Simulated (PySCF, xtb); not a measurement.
Bonds broken one at a time in the series B F-OH. All species are isolated molecules in the gas phase. One relaxed conformer stands for each flexible species; it need not be the lowest. Strings in code marks are SMILES.

Quantity: homolytic bond dissociation enthalpy at 298 K (no spin–orbit term), in kJ/mol. Enthalpy corrections at 298 K come from GFN2-xTB frequencies (xtb).

A: O–B bond of `OB(O)O`, giving `O[B]O` (H–O–B–O torsion -180°, O–B–O–H torsion 180°) and `[OH]`
B: B–F bond of `OB(O)F` (H–O–B–F torsion 0°, F–B–O–H torsion 180°), giving `O[B]O` (H–O–B–O torsion -180°, O–B–O–H torsion 180°) and `[F]`
C: F–B bond of `FB(F)F`, giving `F[B]F` and `[F]`

**Question.** Rank these by homolytic bond dissociation enthalpy at 298 K (no spin–orbit term) (lowest first), as PBE0-D4/def2-TZVP (PySCF) gives it.

**Answer.** A (585.0 kJ/mol), B (688.8 kJ/mol), C (696.2 kJ/mol)
